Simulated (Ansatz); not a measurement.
# C3H4ClN: the cost of one run

Program: Ansatz 0.2.0. Level of theory: UKS r2SCAN-D4/STO-3G. These are calculated values, not measurements.

### Step 1. The starting structure

Bond lengths: Cl1–C2 1.656 Å, C2–N3 1.265 Å, N3–C4 1.483 Å, C2–C5 1.478 Å, C4–C5 1.590 Å, C4–H6 1.096 Å, C4–H7 1.069 Å, C5–H8 1.074 Å, C5–H9 1.146 Å. Angles (14 of 16 angles, heavy atoms first): Cl1–C2–N3 131.0°, Cl1–C2–C5 132.8°, N3–C2–C5 96.2°, C2–N3–C4 96.4°, N3–C4–C5 83.4°, C2–C5–C4 83.9°, N3–C4–H6 113.5°, N3–C4–H7 116.7°, C5–C4–H6 111.0°, C5–C4–H7 114.6°, C2–C5–H8 115.8°, C2–C5–H9 115.3°, C4–C5–H8 114.8°, C4–C5–H9 113.6°.

Coordinates:

```xyz
9

Cl   -1.0712   -2.4034   -0.7680
C    -0.2561   -1.0015   -0.4336
N     0.8980   -0.6112   -0.7730
C     0.8710    0.6626   -0.0136
C    -0.6018    0.1946    0.3624
H     0.8482    1.5516   -0.6537
H     1.5394    0.7404    0.8166
H    -1.3858    0.8109   -0.0372
H    -0.7532    0.0098    1.4829
```

### Step 2. End point A

input.yaml

```yaml
crystal:
  periodic: [false, false, false]
  atoms:
    - { symbol: Cl, position_ang: [-1.0712, -2.4034, -0.768] }
    - { symbol: C, position_ang: [-0.2561, -1.0015, -0.4336] }
    - { symbol: "N", position_ang: [0.898, -0.6112, -0.773] }
    - { symbol: C, position_ang: [0.871, 0.6626, -0.0136] }
    - { symbol: C, position_ang: [-0.6018, 0.1946, 0.3624] }
    - { symbol: H, position_ang: [0.8482, 1.5516, -0.6537] }
    - { symbol: H, position_ang: [1.5394, 0.7404, 0.8166] }
    - { symbol: H, position_ang: [-1.3858, 0.8109, -0.0372] }
    - { symbol: H, position_ang: [-0.7532, 0.0098, 1.4829] }
magnetization:
  spin_polarized: true
basis:
  gaussian: { orbitals: STO-3G }
hamiltonian:
  xc: r2scan
  dispersion: d4
relax:
  f_tol: 0.02
  max_steps: 50
```

Launch:

```bash
> ansatz run input.yaml --threads 1 --pin off --max-ram 2048MiB --backend cpu --events-out ev --progress --plain --runs-dir out
```

Q: Estimate wall time and peak memory on 1 thread of an x86-64 CPU, shared host.

About 17 s, with a peak of 0.2 GiB.
